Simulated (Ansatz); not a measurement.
System: hcp Ru. Method: revPBE in Ansatz (plane waves, PAW).

The run printed, among other lines:

```
Crystal: 2 atoms, lattice volume = 27.815 Å³
Basis set: ecut = 520 eV, 749 PW (Γ), exchange–correlation on 48×48×72 points (8 copies of the dense FFT grid, shifted against one another)
Bands: 20, of which v1, the nominal top of the filled ones, is band 16 counted from 1 (15 counted from 0)
Symmetry: 24 space group operations
Space group: P63/mmc (ITA 194), of the structure as read, at distance tolerance 3.0e-5 Å
k-points: 488 of 8064
Functional: x = revpbe(κ = 1.245, μ = 0.2195149727645171), c = pbe(β = 0.06672455060314922)
SCF iter   1: F=—  HF=-11767.759724 eV  |F-HF|=—  |Δ(HF+E_count)|=         —  Δρ=6.60e-3  dr2=2.60e-3
SCF iter   2: F=—  HF=-11767.762665 eV  |F-HF|=—  |Δ(HF+E_count)|=   2.94e-3  Δρ=3.91e-3  dr2=9.37e-4
  ...
SCF iter   6: F=—  HF=-11767.763860 eV  |F-HF|=—  |Δ(HF+E_count)|=   3.80e-8  Δρ=3.11e-6  dr2=7.26e-10
SCF iter   7: F=-11767.763860 eV  HF=-11767.763860 eV  |F-HF|=9.09e-12  |Δ(HF+E_count)|=  1.40e-10  Δρ=8.05e-7  dr2=2.97e-11
SCF 1 converged in 7 iterations: F = -11767.763860 eV  dr2 = 2.97e-11
SCF converged after 7 iterations
Free energy (F): -11767.763860 eV
Internal energy: -11767.747769 eV  (E = F + TS)
E sigma→0 (E₀):  -11767.755815 eV
Fermi energy:    22.902415 eV
--- Forces (eV/Å), atoms counted from 1 ---
  atom   1  Ru     0.00000000     0.00000000     0.00000000
  atom   2  Ru    -0.00000000    -0.00000000     0.00000000
--- Stress (GPa, compression-positive) ---
        0.003008      -0.000000       0.000000
        0.000000       0.003008       0.000000
        0.000000       0.000000       0.008467
  P = ⅓ Tr σ = 0.0048 GPa (0.048 kbar)
```

Write an input file that could have produced this run (the log leaves some choices open).

This is not unique; one that fits is 
Ansatz 0.2 input:
```yaml
crystal:
  lattice:
    - [1.3655523213, -2.3652060008, 0.0]
    - [1.3655523213, 2.3652060008, 0.0]
    - [0.0, 0.0, 4.3059907807]
  atoms:
    - { symbol: Ru, position: [0.3333333333, 0.6666666667, 0.25] }
    - { symbol: Ru, position: [0.6666666667, 0.3333333333, 0.75] }
basis:
  ecutwfc: 520
  ecutrho_ratio: 4
  xc_grid: 2
kpoints:
  mp_grid: { grid: [24, 24, 14] }
hamiltonian:
  xc: revpbe
  dispersion: none
  pseudopotentials: { kind: paw }
scf:
  occupations: { method: fermi_dirac, width: 0.05 }
  convergence: { dr2_threshold: 0.0000000002 }
output:
  forces: true
  stress: true
  eigenvalues: true
```

The PAW data were made under PBE.

Ansatz is a first-principles code.
